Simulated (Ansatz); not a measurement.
`CC(F)C=N`, relaxed with RKS PBE-D4/def2-SVP in Ansatz from a rough embedded geometry. The force threshold is 0.03 eV/Å; the program also tests the step.

Total charge 0; spin multiplicity 1.

Start:

```xyz
11

C     0.242   -1.269    0.185
C    -0.532   -0.105   -0.213
F    -1.435    0.133    0.787
C     0.342    1.143   -0.497
N     0.294    2.180    0.301
H     1.064   -1.551   -0.562
H     0.812   -1.083    1.122
H    -0.337   -2.143    0.332
H    -1.074   -0.348   -1.178
H     1.074    1.028   -1.278
H    -0.449    2.014    1.000
```

(1) By how much does the energy fall, and how many steps does the optimiser take? (An estimate is asked.)

(2) Which bonds change most? (Best estimate.)

(3) Give the relaxed structure. (An estimate is asked.)

Answers

(1) Computed: 30.89 kJ/mol, in 6 steps.

(2) Ansatz gave: C1–C2 from 1.454 to 1.523 Å; C1–H8 from 1.058 to 1.107 Å; C1–H6 from 1.147 to 1.108 Å; C4–H10 from 1.077 to 1.114 Å.

(3) Ansatz gave: 
```xyz
11

C     0.303   -1.329    0.179
C    -0.520   -0.106   -0.205
F    -1.452    0.160    0.799
C     0.340    1.126   -0.417
N     0.269    2.217    0.241
H     1.041   -1.567   -0.613
H     0.853   -1.136    1.121
H    -0.353   -2.209    0.321
H    -1.088   -0.308   -1.145
H     1.100    1.032   -1.225
H    -0.493    2.119    0.944
```
